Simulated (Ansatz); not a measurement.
**C2H6Si: vertical ionisation energy**

The task here is to estimate one member of a computed series from the others.

Program: Ansatz 0.2.0, Gaussian basis. Level of theory: unrestricted cation, the program's frozen cores in correlated methods. These are calculated values, not measurements.

The runs, in order: UKS PBE-D4/def2-TZVPP; UKS r2SCAN-D4/def2-TZVPP; UKS PBE0-D4/def2-TZVPP; UKS B3LYP-D4/def2-TZVPP; UKS wB97X-V/def2-TZVPP; UKS wB97M-V/def2-TZVPP; UKS B2PLYP/def2-TZVPP; UHF-CCSD(T)/def2-TZVPP; UHF-MP2/def2-QZVPP; extrapolation to the limit; then −ε(HOMO) from the neutral's earlier runs with LDA (SPW92), PBE-D4, revPBE-D4, BLYP-D4, r2SCAN-D4, B97M-V, PBE0-D4, B3LYP-D4, r2SCANh-D4, r2SCAN0-D4, HSE06-D4, BHLYP-D4, CAM-B3LYP-D4, LC-ωPBE, ωB97X-V, ωB97M-V.

## Structure used throughout

An earlier PBE0-D4 in a triple-zeta def2 set relaxation fixed the geometry.

SMILES `CC[SiH]`, 9 atoms, charge 0, spin multiplicity 1.

Atoms are counted from 1 here; the program's logs count them from 0.

Bond lengths: C1–C2 1.523 Å, C1–H4 1.094 Å, C1–H5 1.093 Å, C1–H6 1.092 Å, C2–Si3 1.891 Å, C2–H7 1.095 Å, C2–H8 1.111 Å, Si3–H9 1.532 Å. Angles: C2–C1–H4 112.0°, C2–C1–H5 111.1°, C2–C1–H6 111.0°, H4–C1–H5 107.1°, H4–C1–H6 108.1°, H5–C1–H6 107.3°, C1–C2–Si3 121.0°, C1–C2–H7 111.7°, C1–C2–H8 109.8°, Si3–C2–H7 110.3°, Si3–C2–H8 97.9°, H7–C2–H8 104.1°, C2–Si3–H9 94.7°.

The first run:

Contents of in.yaml:

```yaml
crystal:
  periodic: [false, false, false]
  atoms:
    - {symbol: C, position_ang: [-0.593649, 0.495630, -0.562686]}
    - {symbol: C, position_ang: [0.423365, -0.563784, -0.158935]}
    - {symbol: Si, position_ang: [1.475095, -0.358709, 1.398746]}
    - {symbol: H, position_ang: [-1.208920, 0.173079, -1.407670]}
    - {symbol: H, position_ang: [-0.097965, 1.423034, -0.860459]}
    - {symbol: H, position_ang: [-1.258430, 0.736271, 0.269466]}
    - {symbol: H, position_ang: [1.050953, -0.864794, -1.004288]}
    - {symbol: H, position_ang: [-0.103050, -1.497651, 0.133405]}
    - {symbol: H, position_ang: [0.401098, 0.410624, 2.175321]}
basis:
  gaussian: {orbitals: def2-TZVPP}
total_charge: 1
magnetization: {spin_polarized: true, initial_magnetization: 1}
hamiltonian: {xc: pbe, dispersion: d4}
```

Steps of the session up to this table: Cation, UKS PBE-D4/def2-TZVPP; Cation, UKS r2SCAN-D4/def2-TZVPP; Cation, UKS PBE0-D4/def2-TZVPP; Cation, UKS B3LYP-D4/def2-TZVPP; Cation, UKS wB97X-V/def2-TZVPP; Cation, UKS wB97M-V/def2-TZVPP; Cation, UKS B2PLYP (frozen core)/def2-TZVPP; Cation, UHF-CCSD(T)/def2-TZVPP; Cation, UHF-MP2/def2-QZVPP.

One table of the session follows, with a row left open; its other results are not shown here.

Orbital estimates, from the neutral's runs:

| functional | −ε(HOMO) (eV) |
| --- | --- |
| LDA (SPW92) | 5.26 |
| PBE-D4 | 5.20 |
| revPBE-D4 | 5.17 |
| BLYP-D4 | 5.09 |
| r2SCAN-D4 | 5.39 |
| B97M-V | 5.48 |
| PBE0-D4 | 6.24 |
| B3LYP-D4 | 6.08 |
| r2SCANh-D4 | 5.78 |
| r2SCAN0-D4 | 6.36 |
| HSE06-D4 | 5.84 |
| BHLYP-D4 | 7.19 |
| CAM-B3LYP-D4 | ? |
| LC-ωPBE | 8.81 |
| ωB97X-V | 8.50 |
| ωB97M-V | 8.33 |

**Question.** Estimate the row for CAM-B3LYP-D4.

**Answer.** −ε(HOMO) (eV): 7.53. In the column «−ε(HOMO) (eV)» it lies between BHLYP-D4 (7.19) and ωB97M-V (8.33).

To keep in mind: The cation may have settled in a state other than its lowest; no search over hole states beyond the program's own was made.
